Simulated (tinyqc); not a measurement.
Worked calculation: CIS and TDHF on RHF in the sto-6g basis, frozen core, for H2O, spin multiplicity 1. One step of it, computed by the program tinyqc.

Question. CIS triplet states. Diagonalise A (1 hartree = 27.211386 eV); each vector has its largest component positive (the first on a tie).

CIS matrix A, triplet (hartree):
```
,2>6,2>7,3>6,3>7,4>6,4>7,5>6,5>7
2>6,1.238012,0.000000,0.000000,-0.105295,-0.061486,0.000000,0.000000,0.000000
2>7,0.000000,1.419031,-0.105295,0.000000,0.000000,0.017137,0.000000,0.000000
3>6,0.000000,-0.105295,0.653475,0.000000,0.000000,-0.045418,0.000000,0.000000
3>7,-0.105295,0.000000,0.000000,0.815739,-0.045418,0.000000,0.000000,0.000000
4>6,-0.061486,0.000000,0.000000,-0.045418,0.460833,0.000000,0.000000,0.000000
4>7,0.000000,0.017137,-0.045418,0.000000,0.000000,0.592847,0.000000,0.000000
5>6,0.000000,0.000000,0.000000,0.000000,0.000000,0.000000,0.383527,0.000000
5>7,0.000000,0.000000,0.000000,0.000000,0.000000,0.000000,0.000000,0.537702
```

Give: triplet excitation energies; lowest vectors.

Answer.

triplet excitation energies (eV): 10.436  12.189  14.632  15.428  18.082  21.791  34.446  39.018

lowest vectors:
```
,state 1,state 2,state 3,state 4,state 5,state 6
2>6,0.000,0.096,0.000,0.000,0.000,0.209
2>7,0.000,0.000,0.000,0.045,0.130,0.000
3>6,0.000,0.000,0.000,0.507,0.851,0.000
3>7,0.000,0.149,0.000,0.000,0.000,0.964
4>6,0.000,0.984,0.000,0.000,0.000,-0.166
4>7,0.000,0.000,0.000,0.861,-0.508,0.000
5>6,1.000,0.000,0.000,0.000,0.000,0.000
5>7,0.000,0.000,1.000,0.000,0.000,0.000
```
